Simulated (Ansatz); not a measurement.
# C2H5NS2: the cost of one run

All numbers below are computed with Ansatz 0.2.0 (RKS r2SCAN/def2-SVP).

## Step 1: Starting point

Bond lengths: N1–C2 1.401 Å, C2–C3 1.351 Å, C3–S4 1.741 Å, C3–S5 1.745 Å, N1–H6 0.988 Å, N1–H7 1.055 Å, C2–H8 1.088 Å, S4–H9 1.354 Å, S5–H10 1.355 Å. Angles: N1–C2–C3 131.2°, N1–C2–H8 110.6°, C3–C2–H8 118.1°, C2–N1–H6 112.2°, C2–N1–H7 108.4°, H6–N1–H7 109.7°, C2–C3–S4 121.6°, C2–C3–S5 119.9°, S4–C3–S5 118.2°, C3–S4–H9 100.4°, C3–S5–H10 95.0°.

As a file:

```xyz
10

N    -0.1886   -1.3874    1.0449
C     0.0554   -0.7903   -0.1986
C     0.1012    0.5081   -0.5697
S    -0.0242    1.7940    0.5966
S     0.4782    0.9267   -2.2214
H    -0.6707   -2.2461    0.9593
H    -0.7551   -0.7173    1.6312
H     0.2803   -1.5460   -0.9487
H     0.3543    1.1419    1.7214
H     0.4522    2.2652   -2.0120
```

## Step 2: Relaxing end A

input.yaml

```yaml
crystal:
  periodic: [false, false, false]
  atoms:
    - { symbol: "N", position_ang: [-0.1886, -1.3874, 1.0449] }
    - { symbol: C, position_ang: [0.0554, -0.7903, -0.1986] }
    - { symbol: C, position_ang: [0.1012, 0.5081, -0.5697] }
    - { symbol: S, position_ang: [-0.0242, 1.794, 0.5966] }
    - { symbol: S, position_ang: [0.4782, 0.9267, -2.2214] }
    - { symbol: H, position_ang: [-0.6707, -2.2461, 0.9593] }
    - { symbol: H, position_ang: [-0.7551, -0.7173, 1.6312] }
    - { symbol: H, position_ang: [0.2803, -1.546, -0.9487] }
    - { symbol: H, position_ang: [0.3543, 1.1419, 1.7214] }
    - { symbol: H, position_ang: [0.4522, 2.2652, -2.012] }
basis:
  gaussian: { orbitals: def2-SVP }
hamiltonian:
  xc: r2scan
relax:
  f_tol: 0.015
  max_steps: 40
```

On the command line:

```sh
> ansatz run input.yaml --threads 2 --pin off --max-ram 3072MiB --backend cpu --events-out ev --progress --plain --runs-dir out
```

**Question.** How long does this run take on 2 threads of Arm Neoverse V2, shared host, and how much memory does it need?

About 50 s, with a peak of 0.16 GiB.
